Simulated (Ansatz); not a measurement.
**Interaction energy ladder**

The pair of H$_{3}$O⁺ (SMILES [OH3+], atoms 1–4) and HCN (SMILES C#N, atoms 5–7), both closed shells, in one local arrangement (a lower one may exist), relaxed at PBE0-D4/def2-TZVP:

```xyz
7
angstrom
O 0.2333 -0.0251 -1.5543
H 0.5735 0.7877 -1.9537
H -0.4841 -0.3863 -2.0936
H 0.0736 -0.0186 -0.4007
C -0.1336 -0.1202 2.0206
N -0.0469 -0.0638 0.8893
H -0.2157 -0.1737 3.0924
```

Computed with Ansatz 0.2.0 (basis: def2-TZVPPD, with def2-QZVPPD for the basis limit); correlated methods freeze the cores. B3LYP uses VWN-RPA correlation. Extrapolation: Hartree–Fock as exp(−7.88 √X), correlation as X^−2.97. Interaction energies count from these two fragments, frozen as in the pair, with the counterpoise correction; negative means bound.

Question: What is the interaction energy by CCSD(T) at an estimated basis limit (MP2 extrapolated from triple and quadruple zeta, plus CCSD(T) − MP2 in triple zeta)? (An estimate is asked for; the value comes from the calculation.)

Answer: Computed: -48.59 kcal/mol. Hartree–Fock alone gives -45.87 kcal/mol at the basis limit. It counts from the two fragments frozen as in the pair.

The same quantity by other methods in triple zeta, and each one's difference from that estimate:
| method | E_int (kcal/mol) | difference |
| --- | --- | --- |
| PBE-D4 | -50.71 | -2.12 |
| revPBE-D4 | -49.29 | -0.69 |
| BLYP-D4 | -49.01 | -0.42 |
| r2SCAN-D4 | -50.56 | -1.97 |
| B97M-V | -48.82 | -0.22 |
| PBE0-D4 | -51.02 | -2.43 |
| B3LYP-D4 | -49.82 | -1.23 |
| HSE06-D4 | -51.03 | -2.44 |
| wB97X-V | -49.28 | -0.69 |
| wB97M-V | -48.38 | 0.22 |
| B2PLYP | -48.91 | -0.32 |
| HF | -45.89 | 2.70 |
| MP2 | -48.55 | 0.05 |
| CCSD | -47.38 | 1.21 |
| CCSD(T) | -47.80 | 0.79 |
Differences are method less estimate.

Question: Which atoms make the shortest contact between the fragments?

Answer: H4 and N6, 1.30 Å apart.

Energy to bend the free fragments (PBE0-D4 minima) into their shapes in the pair, CCSD(T)/def2-TZVPPD: H$_{3}$O⁺ 14.00 kcal/mol; HCN 0.55 kcal/mol. This must be added to the interaction energy to get the binding energy from relaxed fragments.

Basis-set superposition shift (counterpoise-corrected less uncorrected): CCSD(T) 1.20; MP2 1.28; HF 0.09; PBE0-D4 0.14; wB97M-V 0.14 kcal/mol.

No T1 diagnostic of these runs exceeds 0.014.

For scale, one of the runs: CCSD(T)/def2-TZVPPD, 182 basis functions, launched by `ansatz run in.yaml --threads 2 --pin off --events-out ev --progress --plain --max-ram 5222MiB`. Hardware: 2 CPU threads of an Intel Xeon Platinum 8375C, shared host. Wall time 17 s; peak host memory 1.9 GiB.
